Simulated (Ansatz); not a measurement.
Zinc-blende HgS (metastable phase) was calculated with PBE-D4 in Ansatz (PAW).

Numerical settings: plane-wave cutoff 520 eV, 10×10×10 k mesh, Fermi–Dirac smearing 0.01 eV, scalar-relativistic PAW data made under PBE.

Pressure at four volumes; x = ln(V/25.864 Å³). One pressure is withheld.

```csv
V (Å³/atom),x,P (GPa)
24.312,-0.0619,4.08
25.864,0.0000,0.00
26.898,0.0392,-2.02
27.416,0.0583,?
```

Question: Pass a parabola P(x) through the three rows shown, estimate the bulk modulus and its pressure derivative near zero pressure, and predict the withheld pressure.

Answer: Slopes between the rows: (0.00 − (4.08))/(0.0000 − (-0.0619)) = -65.91 and (-2.02 − (0.00))/(0.0392 − (0.0000)) = -51.53 GPa. Their difference over the span 0.1011 is c = 14.38/0.1011 = 142.2 GPa, so P(x) = 4.08 + (-65.91)(x − (-0.0619)) + 142.2 (x − (-0.0619))(x − (0.0000)). At the middle row B = −dP/dx = −[-65.91 + 142.2 × 0.0619] = 57.1 GPa, and B′ = dB/dP = 2c/B = 5.0. At x = 0.0583 the parabola gives -2.85 GPa; the run gives -2.86 GPa. The Birch–Murnaghan fit to the energies at all volumes has B0 = 56.7 GPa and B′ = 4.9.

Spin–orbit coupling is not included; it can open a gap where bands touch, and shift volumes and moduli.

Ansatz is an electronic-structure program.
